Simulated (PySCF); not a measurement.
**Reproducing measurements on ketene**

**What was measured.**

NIST CCCBDB Release 22 (SRD 101), experimental dipoles lists, for the gas: dipole moment (microwave Stark effect) 1.42 D.

The results are set against them at the end.

Compound: ketene, C2H2O.
SMILES with atom numbers: `[CH2:1]=[C:2]=[O:3]` (hydrogens: H4, H5 on C1)

Structure used (B3LYP/def2-TZVP), in Å, numbered top down from 1:
```xyz
5
C2H2O angstrom
C     -0.491   -0.033    0.205
C      0.754   -0.057   -0.199
O      1.857   -0.077   -0.557
H     -1.075   -0.939    0.185
H     -0.921    0.893    0.553
```

The PySCF runs (gas phase, on this B3LYP/def2-TZVP geometry; no spin–orbit coupling):

```tsv
level	job	basis functions	wall time
B3LYP/def2-TZVP, grid level 1	geometry optimisation from a GFN2-xTB start	105	3.7 s
```

Hardware: Arm Neoverse V2, one thread, no GPU (shared host).

Results beside the measurements:

**Dipole moment.** Measured: 1.42 D (NIST CCCBDB Release 22 (SRD 101), experimental dipoles).

```csv
level,computed (D),computed − measured (D),% (from the printed values)
B3LYP/def2-TZVP,1.47,+0.05,+4
```

The computed dipoles belong to one fixed geometry; measured ones are averaged over vibrations unless marked μe. Magnitudes are compared, not signs.

No measured geometry was used, and the causes of the misses weren't examined.
